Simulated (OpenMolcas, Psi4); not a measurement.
**The same job for OpenMolcas**

Psi4 1.11 runs this on doublet [COF2]−:

calc.py:
```python
import psi4

psi4.set_memory(2200000000)
psi4.set_num_threads(1)
psi4.set_output_file('psi4.out', False)

molecule = psi4.geometry("""
-1 2
O     -1.242660    -0.157400     0.153910
C     -0.091830    -0.011630     0.011370
F      0.845490    -0.826670     0.424670
F      0.488990     0.995700    -0.589960
symmetry c1
""")

options = {'reference': 'uks', 'puream': True, 'e_convergence': 1e-09, 'd_convergence': 1e-08, 'scf_type': 'pk', 'dft_radial_points': 99, 'dft_spherical_points': 590, 'maxiter': 100}
psi4.set_options(options)

e_tot, wfn = psi4.gradient('pbe0/aug-cc-pVDZ', return_wfn=True)
print('gradient / Eh bohr^-1')
print(e_tot.np.round(6))
print(f'energy = {wfn.energy():.10f} Eh')
for k, v in sorted(psi4.core.scalar_variables().items()):
    print(f'{k:45s} {v:18.10f}')
```

```bash
$ python calc.py
```

The shape is that of a PBE0-D4/def2-TZVP optimisation. That shape belongs to the parent species and isn't relaxed for this state.

The HOMO lies above zero, from self-interaction, a short basis or an unbound electron.

It gives a total energy of -312.711319 Eh.

Q: How is this level of theory, on these atoms, set up in OpenMolcas 26.06 as an input file of the program's own, asking for the energy?

A: One way, which was run:

mol.input:
```
&GATEWAY
BASLIB
$CurrDir
COORD
4
angstrom
O       -1.242660      -0.157400       0.153910
C       -0.091830      -0.011630       0.011370
F        0.845490      -0.826670       0.424670
F        0.488990       0.995700      -0.589960
BASIS
aug-cc-pVDZ
GROUP
NoSym
&SEWARD
GRIDINPUT
Grid=UltraFine
End of Grid
&SCF
UHF
CHARGE
-1
SPIN
2
KSDFT
PBE0
THRESHOLDS
1e-10 1e-07 1e-07 1e-05
PRORBITALS
1 2
```

```bash
$ export MOLCAS_MEM=1860
$ pymolcas mol.input > mol.log
```

(Basis files named in the input come from the Basis Set Exchange and aren't shown.)

Its energy is -312.711319 Eh, the same as the first but for the last digit, at most.
